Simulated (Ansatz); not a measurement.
## Active spaces for SiH3, doublet

Computed with Ansatz's Gaussian-basis code (development build). Basis cc-pVDZ, nonrelativistic, 5 orbitals frozen in the corrections. State-specific CASSCF; RHF is the lowest restricted (open-shell) Hartree–Fock solution met. Solutions may break the symmetry of the shape. No proof that the lowest CASSCF solution was found.

Geometry:

| atom | x (Å) | y (Å) | z (Å) |
| --- | --- | --- | --- |
| Si | 0.0000 | 0.0000 | 0.0731 |
| H | 1.3105 | 0.0000 | -0.3412 |
| H | -0.6552 | 1.1349 | -0.3412 |
| H | -0.6552 | -1.1349 | -0.3412 |

(1) What do CASSCF and its corrections give against RHF in CAS(7,7), and what are the occupations?

Results:

(1) CASSCF -1.043 eV, SC-NEVPT2 -2.630 eV; occupations 1.99, 1.98, 1.98, 1.00, 0.02, 0.01, 0.01.
